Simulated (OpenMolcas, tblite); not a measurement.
**Si2H5Cl (SMILES [SiH3][SiH2]Cl): the dipole moment, rung by rung**

The species is Si2H5Cl (8 atoms), meant as a singlet with charge 0. As SMILES, `[SiH3][SiH2]Cl`. Geometry: relaxed at PBE0-D4/def2-TZVP.

Quantity: the dipole moment, in D. The values are calculated.

```
         level            kind     program  value (D)   CPU time
     IPEA1-xTB  semi-empirical      tblite       1.81  under 2 s
      GFN1-xTB  semi-empirical      tblite       1.03  under 2 s
    HF/cc-pVDZ    Hartree–Fock  OpenMolcas       1.72       15 s
 SVWN5/cc-pVDZ             LDA  OpenMolcas       1.39       39 s
   PBE/cc-pVDZ             GGA  OpenMolcas       1.36       51 s
r2SCAN/cc-pVDZ        meta-GGA  OpenMolcas       1.47       58 s
 BHLYP/cc-pVDZ   global hybrid  OpenMolcas       1.59       52 s
```

The values span 1.03 to 1.81 D. Magnitudes only. CPU times are rough (shared hosts, several kinds of processor): they show what a rung costs within a factor of a few.
